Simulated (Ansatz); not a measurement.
Frontier orbitals of C₂H₂Cl₂F₂ (`FC(F)C(Cl)Cl`).

Total charge 0; spin multiplicity 1. Geometry: relaxed with PBE0-D4/def2-TZVP. It is one conformer, not always the lowest. Basis def2-TZVPP, the Gaussian-basis code of Ansatz.

Orbital energies of one run (eV). Highest occupied ones, from the top: -7.99, -8.04, -8.62, -8.70, -9.58, -10.46, -10.97, -10.97, -12.11, -12.45, -13.95, -14.66, -14.93, -16.98. Empty: -1.20, -0.48, 1.29, 2.09, 2.51, 2.60.

**Question.** Which functional gave them?
A. PBE
B. r2SCAN
C. ωB97M-V
D. CAM-B3LYP

**Answer.** B. HOMO energies: r2SCAN -7.99, PBE -7.63, CAM-B3LYP -10.52, ωB97M-V -11.39 eV.
